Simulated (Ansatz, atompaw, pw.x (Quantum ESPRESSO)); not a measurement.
# Equation-of-state test of one PAW (atompaw) potential (carbon (C))

```json
{
 "Element": "C",
 "Generator": "atompaw 4.2.0.5",
 "Type": "PAW",
 "Functional": "LDA (PW92)",
 "Relativity": "scalar-relativistic",
 "Frozen core": "[He]",
 "Valence charge": "4",
 "Reference configuration": "2s2 2p2",
 "Partial waves": "2s (bound): rc 3.00 bohr; 2s channel at -0.6 Ry: rc 3.00 bohr; 2p (bound): rc 3.00 bohr; 2p channel at 0.05 Ry: rc 2.90 bohr; 3d channel at 0.15 Ry: rc 3.00 bohr",
 "Local potential": "bessel scheme, radius 2.80 bohr",
 "Core correction": "smooth core density matched at 2.15 bohr",
 "Augmentation charge": "sinc compensation charge, radius 3.00 bohr; PAW radius 3.00 bohr; waves and projectors: custom polynom vanderbiltortho"
}
```

Atomic tests: cutoffs needed: 6 Ry and 10 Ry (the cutoffs (Ry, on a coarse ladder) from which the occupation-weighted sum of valence levels, in a spherical-Bessel basis at the reference potential, stays within 10 and 1 mRy of its value at 400 Ry); ghost test: no extra level below or beside the all-electron valence levels (s, p, d, f tested) (spherical-Bessel basis up to 400 Ry, 20 bohr box); lowest eigenvalue of the overlap operator: 0.96 (s channel).

Crystal test: bcc C in pw.x 7.5, no spin, 18³ k-points, Fermi–Dirac smearing 0.01 Ry, cutoffs 40/400 Ry. The reference is all-electron LAPW (Ansatz 0.2.0) with the same functional, mesh and smearing; V0 and B0 come from Birch–Murnaghan fits to the pressures at five volumes. Errors are pseudo minus all-electron; Δ is the rms difference of the E(V) curves that follow from these fits, minima aligned, over ±6 % about the mean V0. Mesh and smearing are coarse, so the numbers serve the comparison and aren't converged zero-temperature values; the lattice is a test structure that the element need not adopt.

All-electron: a0 = 2.329 Å (V0 = 6.32 Å³/atom), B0 = 221.9 GPa.

**Question.** How far does the potential miss the all-electron equation of state?

**Answer.** converged, but broken (pressure over 100 GPa off). The pressure does not cross zero within the volumes sampled, so no fit is given. The largest radius (3.00 bohr) exceeds half the bond length (1.89 bohr), so the spheres overlap, which is one possible source of error among others. A pressure error of this size marks a broken potential; the numbers have no physical meaning.

| V (Å³/atom) | P all-electron (GPa) | P pseudo (GPa) |
| --- | --- | --- |
| 5.884 | 18.18 | 429.40 |
| 6.039 | 10.98 | 378.19 |
| 6.194 | 4.60 | 333.00 |
| 6.349 | -1.05 | 293.07 |
| 6.504 | -6.05 | 257.75 |

**Question.** At the middle volume, how do free energy and pressure move when the wave cutoff is lowered (ecutrho held at 400 Ry)?

**Answer.**

| cutoff (Ry) | shift of F (meV/atom) | shift of P (GPa) |
| --- | --- | --- |
| 18 | +1.1 | +0.06 |
| 24 | +0.2 | +0.01 |
| 32 | +0.1 | -0.01 |

The run at the middle volume (195 k-points, 6 iterations) took about 5.5 s on one core of a shared host (Intel(R) Xeon(R) Platinum 8375C CPU @ 2.90GHz, 128 threads, 992 GiB, load 76).
